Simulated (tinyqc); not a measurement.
Inside a calculation. Method: Pariser-Parr-Pople SCF with singles CI, for the molecule c1ccoc1 (SMILES; centres numbered as the heavy atoms are written). One step of it, computed by the program tinyqc.

Task: Singles CI, triplets. Over the 4 single excitations with the smallest orbital gaps: A = (e_a - e_i) delta - (ij|ab), with (pq|rs) = sum c_mp c_mq gamma_mn c_nr c_ns.

orbital energies (eV): -19.653987  -11.604626  -9.223264  1.484796  3.950151

coefficients:
```
,MO1,MO2,MO3,MO4,MO5
1C,0.071764,0.605867,0.376184,-0.357467,-0.598731
2C,0.071778,0.605995,-0.375973,-0.357227,0.598875
3C,0.213561,0.323587,-0.598743,0.591325,-0.376197
4O,0.947880,-0.237525,-0.000043,-0.212380,0.000029
5C,0.213571,0.323372,0.598862,0.591469,0.375960
```

repulsion gamma_rs (eV):
```
,1C,2C,3C,4O,5C
1C,11.420000,7.641544,5.554940,5.874432,7.641544
2C,7.641544,11.420000,7.643662,5.873585,5.552858
3C,5.554940,7.643662,11.420000,8.546328,5.554223
4O,5.874432,5.873585,8.546328,19.300000,8.547759
5C,7.641544,5.552858,5.554223,8.547759,11.420000
```

Give: triplet CI matrix; triplet excitation energies.

Result:

triplet CI matrix (eV):
```
,3>4,2>4,3>5,2>5
3>4,2.8966,-0.0004,-0.0003,-1.2588
2>4,-0.0004,5.5715,-1.2588,0.0006
3>5,-0.0003,-1.2588,5.5971,0.0007
2>5,-1.2588,0.0006,0.0007,7.2987
```

triplet excitation energies (eV): 2.5621  4.3255  6.8431  7.6332
